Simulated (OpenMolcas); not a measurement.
**PH3 (phosphine): the energy, rung by rung**

PH3 has 4 atoms, charge 0, and is taken as a singlet. As SMILES, `P`. The shape is that of a PBE0-D4/def2-TZVP optimisation.

```xyz
4

P     0.3460   -0.3265   -0.3328
H     0.6309   -0.0340    1.0270
H    -1.0055   -0.6630   -0.0572
H     0.0287    1.0235   -0.6369
```

Each level gives the energy change with the P1–H3 bond stretched from 1.420 to 2.485 Å (eV). The values are calculated.

| level | kind | program | value (eV) | CPU time (all runs) |
| --- | --- | --- | --- | --- |
| PBE/STO-3G (restricted) | GGA | OpenMolcas | 4.24 | 7 s |
| B3LYP/STO-3G (restricted) | global hybrid | OpenMolcas | ? | 7.2 s |
| M06-2X/STO-3G (restricted) | hybrid meta-GGA | OpenMolcas | ? | 7.4 s |
| PBE0/STO-3G (restricted) | global hybrid | OpenMolcas | 4.83 | 6.5 s |
| MP2/STO-3G (restricted) | perturbation theory | OpenMolcas | 4.83 | 3.3 s |
| SC-NEVPT2(2,2)/STO-3G | multireference | OpenMolcas | 3.66 | 3.4 s |
| CCSD(T)/STO-3G (restricted) | coupled cluster or CI | OpenMolcas | 3.65 | 4.2 s |
| FCI/STO-3G | exact in the basis | OpenMolcas | 3.66 | 3.9 s |

Estimate what the levels marked ? give.

As computed at these levels: B3LYP/STO-3G (restricted): 4.58 eV; M06-2X/STO-3G (restricted): 5.09 eV. The first shape isn't each level's own minimum. The values span 3.65 to 5.09 eV. All rows use very small basis sets, so even the best lies far from the true value. CPU times are rough (shared hosts, several kinds of processor): they show what a rung costs within a factor of a few.
